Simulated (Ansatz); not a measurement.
in.yaml

```yaml
crystal:
  periodic: [false, false, false]
  atoms:
    - {symbol: B, position_ang: [0.000000, 0.000000, 0.009521]}
    - {symbol: O, position_ang: [0.000000, 0.000000, -1.345373]}
    - {symbol: H, position_ang: [0.000000, 0.000000, 1.335852]}
basis:
  gaussian: {orbitals: 6-31G}
correlation: {method: fic_mrcisd_q_relaxed, electrons: outside_noble_gas, active_space: {window: {electrons: 10, orbitals: 9}, shells: [{species: B, l: s, shell: 2}, {species: B, l: p, shell: 2}, {species: H, l: s, shell: 1}, {species: O, l: s, shell: 2}, {species: O, l: p, shell: 2}]}}
```

```sh
$ ansatz run in.yaml --threads 1 --pin off --events-out ev --progress --plain --max-ram 2393MiB
```

The program prints:

```
385 factors; integrals over basis functions are off by at most 8.9e-8 eV
mean field evaluation 1: about -2718.7246 eV, gradient 4.2e1 eV
mean field evaluation 2: about -2718.7275 eV, gradient 4.2e1 eV
mean field evaluation 4: about -2723.1662 eV, gradient 2.1e0 eV
mean field evaluation 8: about -2723.1935 eV, gradient 1.6e-1 eV
mean field -2723.19378064 eV, -100.0755255915 hartree, gradient 1.7e-6 eV, S^2 0.000000; 0 other end points of the search recorded, 0 dependent functions left out
reference -2723.19378064 eV, -100.0755255915 hartree; 7, 7 occupied and 13, 13 virtual orbitals, 385 factors
state -2727.53710446 eV, -100.2351397979 hartree
contracted CI cycle   1: correlation 0.00000000 eV, 0.0000000000 hartree, residual 1.16e1 eV
contracted CI cycle   2: correlation -1.55433545 eV, -0.0571207743 hartree, residual 2.87e0 eV
contracted CI cycle   3: correlation -1.65271855 eV, -0.0607362866 hartree, residual 1.12e0 eV
contracted CI cycle   4: correlation -1.66758405 eV, -0.0612825833 hartree, residual 5.57e-1 eV
contracted CI cycle   5: correlation -1.67063774 eV, -0.0613948044 hartree, residual 3.05e-1 eV
contracted CI cycle   6: correlation -1.67185075 eV, -0.0614393820 hartree, residual 1.52e-1 eV
contracted CI cycle   7: correlation -1.67208763 eV, -0.0614480868 hartree, residual 7.19e-2 eV
contracted CI cycle   8: correlation -1.67214566 eV, -0.0614502196 hartree, residual 2.91e-2 eV
contracted CI cycle   9: correlation -1.67215546 eV, -0.0614505798 hartree, residual 1.45e-2 eV
contracted CI cycle  10: correlation -1.67215803 eV, -0.0614506741 hartree, residual 6.86e-3 eV
contracted CI cycle  11: correlation -1.67215866 eV, -0.0614506971 hartree, residual 4.22e-3 eV
contracted CI cycle  12: correlation -1.67215890 eV, -0.0614507060 hartree, residual 2.31e-3 eV
contracted CI cycle  13: correlation -1.67215897 eV, -0.0614507086 hartree, residual 1.18e-3 eV
state -2727.53710446 eV, -100.2351397979 hartree; corrected -2729.25081329 eV, -100.2981174358 hartree
Total energy: -2729.25081329 eV, -100.2981174358 hartree
Checks for a lower state left out: starts, orbital_swaps
```

Natural occupations: 1.9974 1.9707 1.9644 1.9422 1.9422 0.0593 0.0593 0.0446 0.0199.

For the same geometry and basis full CI lies 0.1 meV higher.

Ran on 1 thread of Arm Neoverse V1, shared host: 5.5 s wall, 0.32 GiB peak host memory.
